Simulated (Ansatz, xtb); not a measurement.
## Two isomers of C3H5NS

We compare I, `C[C@H](S)C#N`, a singlet, with II, `N#CCCS`, a singlet. Both are isolated molecules in the gas phase, relaxed with r2SCAN-D4/def2-SVP; the shapes shown needn't be the lowest conformers.

I (Å):

```xyz
10

C    -1.9888   -1.4165   -0.1142
C    -0.7389   -1.3734    0.7666
C     0.4827   -1.4459   -0.0309
N     1.4378   -1.5096   -0.6908
S    -0.6298    0.1656    1.7941
H    -2.0080   -2.3441   -0.7080
H    -2.8902   -1.3859    0.5153
H    -2.0085   -0.5547   -0.7961
H    -0.7233   -2.2340    1.4578
H    -1.7176   -0.1338    2.5394
```

II (Å):

```yaml
atoms:
  - { symbol: C, position_ang: [-1.7568, 1.5472, 1.2436] }
  - { symbol: C, position_ang: [-1.4643, 0.2150, 1.7623] }
  - { symbol: C, position_ang: [-1.3525, -0.8309, 0.6442] }
  - { symbol: N, position_ang: [-1.9894, 2.5908, 0.7866] }
  - { symbol: S, position_ang: [0.0199, -0.5370, -0.5186] }
  - { symbol: H, position_ang: [-2.2655, -0.0696, 2.4677] }
  - { symbol: H, position_ang: [-0.5221, 0.2610, 2.3337] }
  - { symbol: H, position_ang: [-1.1438, -1.8136, 1.0935] }
  - { symbol: H, position_ang: [-2.3037, -0.9147, 0.0958] }
  - { symbol: H, position_ang: [-0.4763, 0.6106, -1.0360] }
```

Energies in hartree; the thermal terms are from r2SCAN-D4/def2-SVP harmonic frequencies (ideal gas, rigid rotor, one conformer each, 298.15 K, 1 atm) and include the zero-point energy:

|  | I | II |
| --- | --- | --- |
| E, CCSD(T)/def2-SVP | −568.990989 | −568.994457 |
| E, MP2/def2-SVP | −568.920485 | −568.923946 |
| E, MP2/def2-TZVPP | −569.417670 | −569.421867 |
| zero-point energy | 0.073169 | 0.073885 |
| H(298 K) − E | 0.080347 | 0.080785 |
| G(298 K) − E | 0.043360 | 0.044096 |

**Question.** Correct the CCSD(T) difference for the basis set by the MP2 change, then work out ΔE, ΔE₀, ΔH and ΔG for I → II in kJ/mol (1 Eh = 2625.50 kJ/mol) and the equilibrium ratio [II]/[I].

**Answer.** 1. Differences II − I: CCSD(T) −0.003468, MP2 in the small set −0.003461, MP2 in the large set −0.004197 Eh.
2. ΔE = −0.003468 + (−0.004197 − (−0.003461)) = −0.004204 Eh = −11.04 kJ/mol.
3. ΔE₀ = ΔE + ΔZPE = −0.004204 + (+0.000716) Eh = −9.16 kJ/mol.
4. ΔH = ΔE + (+0.000438) Eh = −9.89 kJ/mol.
5. ΔG = ΔE + (+0.000736) Eh = −9.11 kJ/mol, so ΔS = (ΔH − ΔG)/T = −2.6 J/(mol K).
6. kT = 0.9442 mEh, so K = [II]/[I] = exp(−ΔG/kT) = exp(+3.67) ≈ 39.

Structure II is favoured at this temperature. An error of 4 kJ/mol in ΔG would change K by a factor of 5. Mirror images and further conformers aren't counted.

As drawn, both hold the same kinds of bond in the same numbers. Structure I has 1 methyl group, II 0.

Other levels gave ΔE = −8.0 (GFN2-xTB); −2.6 (HF/STO-3G, GFN2-xTB geometries); −12.4 (r2SCAN-D4/def2-SVP//GFN2-xTB); −13.4 (r2SCAN-D4/def2-SVP); −14.6 (HF/def2-SVP); −9.1 (MP2/def2-SVP); −9.1 (CCSD(T)/def2-SVP) kJ/mol. The correlated steps freeze 9 core orbitals. Programs: Ansatz 0.2.0, xtb 6.7.1.
